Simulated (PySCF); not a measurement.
These are BP86-D3(BJ)/def2-TZVP // BP86-D3(BJ)/def2-SVP run with PySCF 2.14.0 values and carry that method's errors. Isolated molecules, 0 K electronic values unless said otherwise. 

Reference species (SMILES): `C[N]C` (neutral, multiplicity 2).

* **dipole moment**: 1.72 D
* **highest occupied spin orbital**: -5.66 eV

Changed species: `[SH]` (free radical SH; the reference has free radical N(CH3)2).

Predict the effect on the dipole moment and highest occupied spin orbital.

the dipole moment falls by 0.85 D, to 0.87 D; the highest occupied spin orbital falls by 0.59 eV, to -6.25 eV.
